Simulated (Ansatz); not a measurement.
`F[BH][AlH2]` + H₂O → `OBF` + `[AlH3]` at 400 K and 1 bar (formal hydrolysis of a B–Al bond).

Calculated with Ansatz (gas phase, PBE0-D4/def2-TZVP geometries, no zero-point term in ΔE). CCSD(T)/CBS is the MP2 limit (def2-TZVPP, def2-QZVPP) plus CCSD(T) − MP2 in def2-TZVPP, frozen cores. This one scheme is used for every species. One conformer a species, not always the lowest.

```tsv
species	CCSD(T)/CBS energy (Eh)	H − E (kJ/mol)	S (J/(mol·K))
`F[BH][AlH2]`	-368.40257	95.5	317.1
H₂O	-76.37941	69.8	198.6
`OBF`	-201.07426	96.4	268.5
`[AlH3]`	-243.78045	63.6	220.9
```

H − E and S are ideal-gas, rigid-rotor, harmonic terms from PBE0-D4/def2-TZVP, for one conformer and one mirror image of each species. 1 Eh = 2625.50 kJ/mol, R = 8.31446 J/(mol·K).

Q: By hand: ΔE, ΔH, ΔS and ΔG.

A: ΔE = (-201.07426) + (-243.78045) − (-368.40257) − (-76.37941) = -0.07273 Eh = -191.0 kJ/mol. Δ(H − E) = 96.4 + 63.6 − 95.5 − 69.8 = -5.3, so ΔH = -196.3 kJ/mol. ΔS = 268.5 + 220.9 − 317.1 − 198.6 = -26.3 J/(mol·K). ΔG = -196.3 − 400 × (-26.3)/1000 = -185.8 kJ/mol.

Q: By hand: the equilibrium constant, and the temperature at which ΔG would vanish if ΔH and ΔS stayed fixed.

A: log₁₀ K = −ΔG/(RT ln 10) = 24.3. ΔG = 0 at ΔH/ΔS = 7464 K, far beyond where these terms or the molecules hold.

ΔH outweighs TΔS. A doubt of 5 kJ/mol in ΔE shifts log₁₀ K by 0.7 here. Other conformers and mirror images would add mixing entropy, several J/(mol·K) or more a flexible species. These are equilibria of isolated gas molecules and say nothing of rates. Largest T1 diagnostic: 0.014 (customary marks: 0.02 for closed shells, 0.045 for open ones).
